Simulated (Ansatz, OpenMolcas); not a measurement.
# A ladder of methods for Li2 (lithium dimer)

The species is Li2 (2 atoms), meant as a singlet with charge 0. SMILES: `[Li][Li]`. The bond length is the measured one.

```xyz
2

Li    0.0000    0.0000    0.0000
Li    0.0000    0.0000    2.6729
```

Quantity: the vertical ionisation energy (to the doublet cation), in eV. The values are calculated.

```tsv
level	kind	program	value (eV)	less CCSD(T)/aug-cc-pVTZ
PBE/aug-cc-pVTZ	GGA	Ansatz	5.26	+0.03
r2SCAN/aug-cc-pVTZ	meta-GGA	OpenMolcas	5.00	-0.23
B3LYP/aug-cc-pVTZ	global hybrid	Ansatz	5.32	+0.09
PBE0/aug-cc-pVTZ	global hybrid	Ansatz	5.20	-0.03
r2SCAN0/aug-cc-pVTZ	hybrid meta-GGA	Ansatz	5.04	-0.19
HSE06/aug-cc-pVTZ	range-separated hybrid	Ansatz	5.19	-0.04
MP2/aug-cc-pVTZ	perturbation theory	Ansatz	4.94	-0.29
CCSD(T)/aug-cc-pVTZ	coupled cluster or CI	Ansatz	5.23	0.00
FCI/3-21G, open shells restricted	exact in the basis	OpenMolcas	5.07	-0.16
```

Differences are taken from CCSD(T)/aug-cc-pVTZ for orientation; it has basis-set and higher-order errors of its own. The values span 4.94 to 5.32 eV. High-level rows in very small sets aren't better than simpler rows in larger ones.
